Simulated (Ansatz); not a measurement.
Ansatz (a first-principles code) input (B3LYP-D3(BJ)/def2-TZVP):

Ansatz 0.2 input:
```yaml
crystal:
  periodic: [false, false, false]
  atoms:
    - {symbol: C, position_ang: [-0.02517613, 0.00000000, 0.00000000]}
    - {symbol: H, position_ang: [0.15000000, -0.00000000, -1.09224871]}
    - {symbol: H, position_ang: [0.15000000, 0.00000000, 1.09224871]}
basis:
  gaussian:
    orbitals: def2-TZVP
hamiltonian:
  xc: b3lyp
  dispersion: d3bj
total_charge: 1
magnetization: {spin_polarized: true, initial_magnetization: 1}
relax: {f_tol: 0.002, max_steps: 150}
```

End of the output:

```
mean field -1055.43115383 eV, -38.7863795063 hartree, gradient 3.4e-6 eV, S^2 0.752170; 0 other end points of the search recorded, 0 dependent functions left out
the calculation of the forces begins
reference -1055.43130223 eV, -38.7863849598 hartree; 4, 3 occupied and 39, 40 virtual orbitals, 268 factors
relax step   6: F+E_penalty+E_count = -1055.45387137 eV  Δ(F+E_penalty+E_count) = -5.930e-6 eV  max|allowed force component| = 1.331e-3 eV/Å  Δτ_max = 0.0009 Å  (32 SCF iters, accepted)
integrals: 0.00 GiB planned
268 factors; their error is unknown
mean field: 0.08 GiB planned
mean field -1055.43115383 eV, -38.7863795063 hartree, gradient 3.4e-6 eV, S^2 0.752170; 2 other end points of the search recorded, 0 dependent functions left out
the calculation of the forces begins
reference -1055.43130223 eV, -38.7863849598 hartree; 4, 3 occupied and 39, 40 virtual orbitals, 268 factors
Total energy: -1055.45401977 eV, -38.7872198141 hartree
Atom 0 at    -0.150311    -0.000000     0.000000 Å, force     0.001029     0.000000    -0.000000 eV/Å
Atom 1 at     0.212567     0.000000    -1.035528 Å, force    -0.000515    -0.000000     0.001331 eV/Å
Atom 2 at     0.212567    -0.000000     1.035528 Å, force    -0.000515     0.000000    -0.001331 eV/Å
Dipole moment:     0.109030    -0.000000    -0.000000 e Å
```
